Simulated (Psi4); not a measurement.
# CH2ClF (chlorofluoromethane) at PBE/aug-cc-pVDZ (sweep point 1)

Wanted: energy and one-electron properties of CH2ClF (chlorofluoromethane). 

The results are computed with Psi4 1.11.

## 1. The structure to begin with

The species is CH2ClF (5 atoms), meant as a singlet with charge 0. SMILES: `FCCl`. The coordinates come from a PBE0-D4/def2-TZVP relaxation.

Bond lengths: F1–C2 1.355 Å, C2–Cl3 1.766 Å, C2–H4 1.089 Å, C2–H5 1.089 Å. Angles: F1–C2–Cl3 110.5°, F1–C2–H4 109.3°, F1–C2–H5 109.3°, Cl3–C2–H4 107.8°, Cl3–C2–H5 107.8°, H4–C2–H5 112.3°.

## 2. The charge distribution at PBE/aug-cc-pVDZ (sweep point 1)

run.py reads:

```python
import psi4

psi4.set_memory(1600000000)
psi4.set_num_threads(1)
psi4.core.set_output_file('ch2clf.out', False)

geom = psi4.geometry("""
0 1
F     -0.970450     0.560520     0.766500
C      0.083560     0.089320     0.058070
Cl    -0.422970    -1.232890    -0.998060
H      0.832130    -0.302600     0.745580
H      0.477720     0.885670    -0.572080
symmetry c1
""")

psi4.set_options({
    'puream': True,
    'scf_type': 'pk',
    'dft_radial_points': 99,
    'dft_spherical_points': 590,
})

e_tot, wfn = psi4.energy("pbe/aug-cc-pVDZ", molecule=geom, return_wfn=True)
psi4.oeprop(wfn, "DIPOLE", "QUADRUPOLE", "MULLIKEN_CHARGES", "LOWDIN_CHARGES", title="PBE")
print(f'total energy {e_tot:.8f} hartree = {e_tot * 27.211386:.5f} eV')
for k, v in sorted(psi4.core.scalar_variables().items()):
    print(f'{k:45s} {v:18.10f}')
```

Started as:

```console
$ python run.py
```

Q: Predict the results. Wanted: total energy; dipole moment; HOMO energy; LUMO energy; HOMO–LUMO gap.

Computed results:

Level: PBE/aug-cc-pVDZ (sweep point 1).

```
     quantity          value
 total energy  -599.03183 Eh
dipole moment         1.73 D
  HOMO energy       -7.43 eV
  LUMO energy       -0.80 eV
HOMO–LUMO gap        6.63 eV
```

What this shows: Mulliken charges run from -0.32 on F1 to +0.70 on C2; in a basis this large or diffuse they mean little.
